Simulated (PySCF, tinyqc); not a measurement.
Inside a calculation (part 2 of 2). Method: CIS and TDHF on RHF in the sto-3g basis, frozen core, for CH2, spin multiplicity 1. The lowest restricted solution is unstable here: a spin-polarised one lies 0.0329 hartree lower (PySCF). Computed by tinyqc, a small Python program that keeps every step (integrals from PySCF). Command: `OMP_NUM_THREADS=1 python tinyqc.py 20883 20884 out.jsonl` (the two numbers bound the seeds that draw the settings). One thread of a shared host (Intel(R) Xeon(R) Processor @ 2.60GHz), about 0.1 s of CPU time with the checks.

Geometry (angstrom):
```
atom         x          y         z
C     0.000000   0.000000  0.000000
H     0.000000   0.939000  0.625000
H     0.000000  -0.939000  0.625000
```

## TDHF (RPA) triplet states

CIS matrix A, triplet (hartree), lower triangle:
```
          2>5        2>6        2>7       3>5        3>6        3>7        4>5       4>6
2>5  0.508982
2>6  0.000000   0.917874
2>7  0.000000   0.000000   1.005497
3>5  0.000000   0.000000   0.000000  0.264301
3>6  0.000000   0.000000  -0.111303  0.000000   0.637787
3>7  0.000000  -0.111303   0.000000  0.000000   0.000000   0.697675
4>5  0.044456   0.000000   0.000000  0.000000   0.000000   0.000000  -0.054908
4>6  0.000000  -0.055706   0.000000  0.000000   0.000000  -0.033850   0.000000  0.476245
4>7  0.000000   0.000000   0.010756  0.000000  -0.033850   0.000000   0.000000  0.000000

          4>7
4>7  0.473646
```

Two-electron integrals over orbitals (pq|rs), unique and non-zero (hartree); the lowest 1 orbital is frozen and left out:
```
(22|22) 0.549687    (32|32) 0.143909    (33|22) 0.515826    (33|33) 0.524791
(42|22) 0.028080    (42|33) 0.021857    (42|42) 0.073933    (43|32) 0.022135
(43|43) 0.032712    (44|22) 0.496170    (44|33) 0.464931    (44|42) -0.083865
(44|44) 0.667128    (52|52) 0.089257    (53|53) 0.020054    (54|52) -0.039936
(54|54) 0.052681    (55|22) 0.543477    (55|33) 0.483583    (55|42) -0.044456
(55|44) 0.581896    (55|55) 0.672833    (62|22) 0.083279    (62|33) 0.028300
(62|42) -0.000706   (62|44) 0.075241    (62|55) 0.125244    (62|62) 0.097830
(63|32) -0.067603   (63|43) -0.028143   (63|63) 0.082145    (64|22) 0.032598
(64|33) 0.004926    (64|42) -0.009563   (64|44) 0.061607    (64|55) 0.050505
(64|62) 0.047561    (64|64) 0.034026    (65|52) 0.056014    (65|54) -0.014173
(65|65) 0.044330    (66|22) 0.539281    (66|33) 0.514794    (66|42) 0.055706
(66|44) 0.455439    (66|55) 0.504667    (66|62) 0.062767    (66|64) 0.020790
(66|66) 0.574838    (72|32) -0.002327   (72|43) -0.032313   (72|63) 0.046925
(72|72) 0.053645    (73|22) 0.051838    (73|33) 0.026493    (73|42) -0.058368
(73|44) 0.122965    (73|55) 0.124581    (73|62) 0.074084    (73|64) 0.042660
(73|66) 0.004380    (73|73) 0.118704    (74|32) -0.072083   (74|43) 0.009578
(74|63) 0.038150    (74|72) -0.008775   (74|74) 0.063479    (75|53) 0.018414
(75|75) 0.022109    (76|32) 0.111303    (76|43) 0.033850    (76|63) -0.075712
(76|72) -0.027156   (76|74) -0.051784   (76|76) 0.111700    (77|22) 0.518937
(77|33) 0.522184    (77|42) -0.010756   (77|44) 0.525316    (77|55) 0.526746
(77|62) 0.043853    (77|64) 0.015084    (77|66) 0.517991    (77|73) 0.063588
(77|77) 0.560280
```

B(ia,jb) = - (ib|ja); the squared energies are the eigenvalues of (A - B)(A + B); 1 hartree = 27.211386 eV.

TDHF matrix B, triplet (hartree), lower triangle:
```
           2>5        2>6        2>7        3>5        3>6        3>7        4>5        4>6
2>5  -0.089257
2>6   0.000000  -0.097830
2>7   0.000000   0.000000  -0.053645
3>5   0.000000   0.000000   0.000000  -0.020054
3>6   0.000000   0.000000  -0.074084   0.000000  -0.082145
3>7   0.000000  -0.046925   0.000000   0.000000   0.000000  -0.118704
4>5   0.039936   0.000000   0.000000   0.000000   0.000000   0.000000  -0.052681
4>6   0.000000  -0.047561   0.000000   0.000000   0.000000  -0.038150   0.000000  -0.034026
4>7   0.000000   0.000000   0.008775   0.000000  -0.042660   0.000000   0.000000   0.000000

           4>7
4>7  -0.063479
```

squared energies w^2 (hartree^2): 0.000281  0.069453  0.198611  0.208909  0.251818  0.360931  0.424177  0.929881  1.071170

TDHF energies from the positive w^2 (eV): 0.455982  7.171276  12.126973  12.437401  13.655070  16.347932  17.722463  26.240037  28.163062

A + B or A - B has a negative eigenvalue: the restricted solution is unstable towards a spin-polarised one, a negative w^2 means an imaginary energy, and the lowest roots have no physical meaning.
